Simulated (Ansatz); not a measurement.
# H4Si: the cost of one run

All numbers below are computed with Ansatz 0.2.0 (RKS CAM-B3LYP-D4/def2-SVP).

## Step 1: The system as given

Bond lengths: Si1–H2 1.460 Å, Si1–H3 1.460 Å, Si1–H4 1.459 Å, Si1–H5 1.459 Å. Angles: H2–Si1–H3 109.5°, H2–Si1–H4 109.5°, H2–Si1–H5 109.5°, H3–Si1–H4 109.5°, H3–Si1–H5 109.5°, H4–Si1–H5 109.5°.

Structure file:

```xyz
5

Si    0.0000    0.0000    0.0000
H     0.0000    0.0000    1.4600
H     1.3768    0.0000   -0.4862
H    -0.6877    1.1914   -0.4862
H    -0.6877   -1.1914   -0.4862
```

## Step 2: Relaxing the start

Input file input.yaml:

```yaml
crystal:
  periodic: [false, false, false]
  atoms:
    - { symbol: Si, position_ang: [0.0, 0.0, 0.0] }
    - { symbol: H, position_ang: [0.0, 0.0, 1.46] }
    - { symbol: H, position_ang: [1.3768, 0.0, -0.4862] }
    - { symbol: H, position_ang: [-0.6877, 1.1914, -0.4862] }
    - { symbol: H, position_ang: [-0.6877, -1.1914, -0.4862] }
basis:
  gaussian: { orbitals: def2-SVP }
hamiltonian:
  xc: cam_b3lyp
  dispersion: d4
relax:
  f_tol: 0.02
  max_steps: 40
output:
  orbitals: {}
```

Started as:

```bash
$ ansatz run input.yaml --threads 1 --pin off --max-ram 2048MiB --backend cpu --events-out ev --progress --plain --runs-dir out
```

**Question.** How long does this run take on 1 thread of Arm Neoverse V2, shared host, and how much memory does it need?

About 2.4 s, with a peak of 0.089 GiB.
